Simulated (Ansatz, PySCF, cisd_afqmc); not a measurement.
System: CH4S, charge 0, singlet. CH4S (SMILES CS).
B3LYP-D3(BJ)/def2-TZVP minimum from Ansatz (an electronic-structure program):
```xyz
6

C     -0.0402     1.1565     0.0077
S     -0.0524    -0.6664    -0.0048
H      1.2792    -0.8404     0.0008
H     -1.0838     1.4664     0.0045
H      0.4371     1.5427     0.9058
H      0.4463     1.5550    -0.8800
```

Atomisation energy term by term, kcal/mol (programs: Ansatz, cisd_afqmc). UHF or UKS for unpaired electrons; spin-orbit terms are left out. Cores are frozen in correlated methods. Rows without X2C or -DK are non-relativistic. AFQMC is phaseless with a CISD trial state; ± is one standard error, without the phaseless bias. Outlying blocks are dropped, and bars are widened where a walk drifts. Over all cases where full CI ran beside it in this data, AFQMC minus full CI had a median of +0.1 mEh and passed +0.4 mEh in a tenth of the cases. CBS(X,Y): correlation extrapolated as X^-3, Hartree-Fock from the larger set (Q,5: extrapolated as (X+1)exp(-9√X)). A bracket is a step between two methods taken in the basis named. 'core' is core correlation in cc-pwCVTZ (1s frozen past Ne), 'X2C' scalar relativity in cc-pVTZ-DK, both at CCSD(T). For partners of very few electrons the exact lower level stands in for a higher one.

```
term                                                          basis  kcal/mol
-----------------------  ------------------------------------------  --------
Hartree-Fock                           CBS(cc-pV(Q+d)Z,cc-pV(5+d)Z)    351.18
CCSD correlation                       CBS(cc-pV(Q+d)Z,cc-pV(5+d)Z)    116.54
(T)                                    CBS(cc-pV(Q+d)Z,cc-pV(5+d)Z)      6.38
CCSDT(Q) - CCSD(T)                                      cc-pV(D+d)Z      0.31
core correlation                                          cc-pwCVTZ      1.48
scalar relativity                                   X2C, cc-pVTZ-DK     -0.58
minus zero-point energy  Hessian by PySCF at B3LYP-D3(BJ)/def2-TZVP    -28.78
sum: D0                                                                 446.5
```

The step beyond CCSD(T) by other levels: AFQMC/CISD in cc-pV(D+d)Z 0.27 ± 0.14; AFQMC/CISD in cc-pV(T+d)Z 0.42 ± 0.19 kcal/mol.
